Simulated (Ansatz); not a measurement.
# The boron atom (doublet): from Hartree-Fock to the top rungs, cc-pVDZ

The task here is to estimate one member of a computed series from the others.

Program: Ansatz 0.2.0, Gaussian basis. Level of theory: cc-pVDZ, core rule «outside noble gas», up to 1 orbitals frozen. These are calculated values, not measurements.

The runs, in order: UHF; CCSD(T) on ROHF; CCSD(T) on UHF; BCCD(T) on ROHF; CISD; CCSDT on ROHF; CCSDT on UHF; CASSCF and MRCISD+Q, 3 electrons in 4 orbitals; CASSCF and MRCISD+Q(relaxed), 3 electrons in 4 orbitals; CASSCF and NEVPT4(SD), 3 electrons in 4 orbitals; CASSCF and NEVPT2, 3 electrons in 4 orbitals.

### The atom

A free atom, in its lowest state of this spin that the program finds.

1 atom, charge 0, spin multiplicity 2.

Set-up of the first run:

File in.yaml:

```yaml
crystal:
  periodic: [false, false, false]
  atoms:
    - {symbol: B, position_ang: [0.000000, 0.000000, 0.000000]}
basis:
  gaussian: {orbitals: cc-pVDZ}
magnetization: {spin_polarized: true, initial_magnetization: 1}
hamiltonian: {xc: hf}
output: {orbitals: {seedname: orbitals}}
```

Launch:

```console
ansatz run in.yaml --threads 1 --pin off --events-out ev --progress --plain --max-ram 2393MiB
```

Steps of the session up to this table: UHF; CCSD(T) on ROHF; CCSD(T) on UHF; BCCD(T) on ROHF; CISD; CCSDT on ROHF; CCSDT on UHF; CASSCF and MRCISD+Q, 3 electrons in 4 orbitals; CASSCF and MRCISD+Q(relaxed), 3 electrons in 4 orbitals; CASSCF and NEVPT4(SD), 3 electrons in 4 orbitals; CASSCF and NEVPT2, 3 electrons in 4 orbitals.

One table of the session follows, with a row left open; its other results are not shown here.

| method | from RCCSD(T) (kJ/mol) |
| --- | --- |
| ROHF | +164.9 |
| UHF | +156.0 |
| RMP2 | +60.6 |
| UMP2 | +60.2 |
| CISD | +2.5 |
| RCCSD | +2.3 |
| UCCSD | +2.1 |
| RCCSD(T) | 0 |
| UCCSD(T) | 0.0 |
| BCCD(T) | 0.0 |
| RCCSDT | -1.0 |
| UCCSDT | -1.0 |
| CASSCF valence | ? |
| NEVPT2 valence | +21.1 |
| NEVPT4(SD) valence | +0.8 |
| MRCISD valence | -0.6 |
| MRCISD+Q valence | -2.4 |
| MRCISD+Q(relaxed) valence | -2.7 |

Estimate the missing values for CASSCF valence.

The run gave: from RCCSD(T) (kJ/mol): +76.4. In the column «from RCCSD(T) (kJ/mol)» it lies between RMP2 (+60.6) and UHF (+156.0).

Limits of these values: Restricted and unrestricted rows rest on different reference determinants; where their highest levels disagree by more than a few hundredths of an eV, they describe different states and don't form one ladder.
